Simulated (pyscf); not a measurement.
Thermochemistry of product channels of H₃C–Al(OH)–OH (SMILES [CH3][Al]([OH])[OH]) + H₂ (SMILES [H][H]) on the singlet surface, in kcal/mol, from ωB97M-D3(BJ)/def2-TZVP energies (ideal gas, 1 atm, RRHO with modes under 100 cm⁻¹ raised to 100, one conformer, R ln 2 for chiral ones without a mode under 150 cm⁻¹). Single points on ωB97X-D3(BJ)/def2-SVP structures (PySCF, gas phase).

| products | ΔE | ΔH(298 K) | ΔG(298 K) | ΔG(600 K) |
|---|---|---|---|---|
| H₃C–AlH–OH (SMILES [CH3][AlH][OH]) + H₂O (SMILES O) | ? | +31.3 | +29.4 | +28.0 |
| HO–AlH–OH (SMILES [OH][AlH][OH]) + CH₄ (SMILES C) | ? | -2.9 | -3.3 | -3.1 |

Problem. Fill in the missing entries.

Solution. 
- H₃C–AlH–OH (SMILES [CH3][AlH][OH]) + H₂O (SMILES O), ΔE: +29.1
- HO–AlH–OH (SMILES [OH][AlH][OH]) + CH₄ (SMILES C), ΔE: -5.6

These are energies of the channels, which say nothing of barriers.
